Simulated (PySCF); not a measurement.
The same gas-phase reaction for C, Si, Ge, Sn:
- CH₄ + 4 Cl → CH₂Cl₂ + 2 HCl
- SiH₄ + 4 Cl → SiH₂Cl₂ + 2 HCl
- GeH₄ + 4 Cl → GeH₂Cl₂ + 2 HCl
- SnH₄ + 4 Cl → SnH₂Cl₂ + 2 HCl

Computed with PySCF and rigid-rotor harmonic-oscillator thermochemistry at 1 bar. † marks an energy on the PBE0/def2-TZVP geometry and frequencies. MP2 and CCSD(T) freeze the core. Open shells (unrestricted): Cl (multiplicity 2); the rest are closed-shell singlets. Spin-orbit splitting is ignored; it lowers the true energy and changes the entropy of Cl. Sn: scalar-relativistic def2 core potential, no spin-orbit coupling. Ge: all electrons, no relativistic terms. SnH₂Cl₂: computed as isolated molecules; such fragments, hydroxides, amides, oligomers or adducts are transient or little studied in the gas. MP2 isn't extrapolated to the basis-set limit. CCSD(T) isn't extrapolated to the basis-set limit.

ΔH°(298 K) in kJ, by level:

```tsv
level	C	Si	Ge	Sn
ωB97M-V/def2-TZVP†	…	-1027.3	-980.1	-1011.3
MP2/def2-SVP†	…	-938.7	-901.2	-937.0
ωB97X-V/def2-TZVP†	…	-1010.1	-967.1	-999.8
MP2/def2-TZVPP†	…	-1047.7	-1002.1	-1030.9
M06-2X/def2-TZVP†	…	-1019.3	-990.8	-1028.8
PBE/def2-TZVP†	…	-1035.8	-992.1	-1024.8
BLYP/def2-TZVP†	-649.3	-954.6	-916.0	-952.9
CCSD(T)/def2-SVP†	…	-890.8	-855.9	-890.0
```

Task: What belongs in the gaps?

Result: 
- ωB97M-V/def2-TZVP†, C: -704.4
- MP2/def2-SVP†, C: -615.7
- ωB97X-V/def2-TZVP†, C: -693.7
- MP2/def2-TZVPP†, C: -716.6
- M06-2X/def2-TZVP†, C: -693.9
- PBE/def2-TZVP†, C: -729.0
- CCSD(T)/def2-SVP†, C: -580.3
